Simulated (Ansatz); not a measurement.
Geometry optimisation, Ansatz, RKS B3LYP-D4/cc-pVDZ.

input.yaml

```yaml
crystal:
  periodic: [false, false, false]
  atoms:
    - { symbol: Al, position_ang: [0.109584, -0.139628, 0.089624] }
    - { symbol: O, position_ang: [-0.159912, -0.484383, 1.799957] }
    - { symbol: H, position_ang: [-1.060844, -0.610469, 2.123964] }
    - { symbol: H, position_ang: [1.616954, -0.165723, -0.37817] }
    - { symbol: H, position_ang: [-1.144083, 0.069687, -0.862047] }
    - { symbol: P, position_ang: [0.048402, 3.063146, 1.450642] }
    - { symbol: H, position_ang: [1.469794, 3.003026, 1.636931] }
    - { symbol: H, position_ang: [0.133415, 2.646039, 0.07267] }
    - { symbol: H, position_ang: [-0.14451, 1.729705, 1.923029] }
basis:
  gaussian: { orbitals: cc-pVDZ }
hamiltonian:
  xc: b3lyp
  dispersion: d4
relax:
  f_tol: 0.03
  max_steps: 50
output:
  orbitals: {}
```

Command:

```bash
$ ansatz run input.yaml --threads 1 --pin off --max-ram 2048MiB --backend cpu --events-out ev --progress --plain --runs-dir out
```

Where does it end, and by what steps?

The forces met the threshold. The force dipped under the threshold on the way, but the program's further checks kept it going. After 14 steps the energy has fallen by 0.067 eV; H7 moved furthest, 0.64 Å.

| step | energy less start (eV) | largest force component (eV/Å) | accepted |
| --- | --- | --- | --- |
| 0 | 0.0000 | 0.452 | yes |
| 1 | -0.0243 | 0.436 | yes |
| 2 | -0.0229 | 0.453 | no |
| 3 | -0.0459 | 0.288 | yes |
| 4 | -0.0521 | 0.049 | yes |
| 5 | -0.0567 | 0.133 | yes |
| 6 | -0.0592 | 0.179 | yes |
| 7 | -0.0619 | 0.136 | yes |
| 8 | -0.0650 | 0.119 | yes |
| 9 | -0.0654 | 0.076 | yes |
| 10 | -0.0653 | 0.047 | no |
| 11 | -0.0667 | 0.053 | yes |
| 12 | -0.0670 | 0.015 | yes |
| 13 | -0.0672 | 0.010 | yes |
| 14 | -0.0675 | 0.024 | yes |

```xyz
9
Properties=species:S:1:pos:R:3
Al 0.189 -0.088 0.176
O -0.259 -0.661 1.757
H -1.185 -0.793 1.999
H 1.744 -0.020 -0.090
H -0.934 0.187 -0.914
P 0.241 3.163 1.428
H 1.543 2.657 1.101
H -0.357 2.670 0.216
H -0.114 1.996 2.184
```

Whether the end is a true minimum wasn't checked by a vibrational analysis.

The run took 39 s on 1 thread of Intel(R) Xeon(R) Platinum 8488C (Sapphire Rapids), on a shared host, peak memory 0.17 GiB.
